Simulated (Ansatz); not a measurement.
Consider Pd in the fcc (Cu type) structure (space group Fm-3m, No. 225; a = 3.876 Å).

Calculations: DFT with PBEsol, PAW potentials and a 420 eV plane-wave cutoff in Ansatz (a quantum-chemistry and plane-wave program), spin-orbit coupling left out.

It is then changed as follows: full substitution Pd → Rh, then cell and atoms are relaxed.

Measured lattice parameter a: Pd 3.876 Å (static lattice; corrected from measurement; as listed in Daniel Mejia-Rodriguez, S. B. Trickey, Phys. Rev. B (2018)); Rh 3.794 Å (static lattice; corrected from measurement; as listed in Daniel Mejia-Rodriguez, S. B. Trickey, Phys. Rev. B (2018)).

Task: How well does PBEsol reproduce the measured shift?

Result: With PBEsol the lattice parameter a moves by -0.096 Å (3.876 → 3.780) against -0.082 Å measured.

Whether these cells are dynamically stable was not tested. The final runs are not spin-polarised.
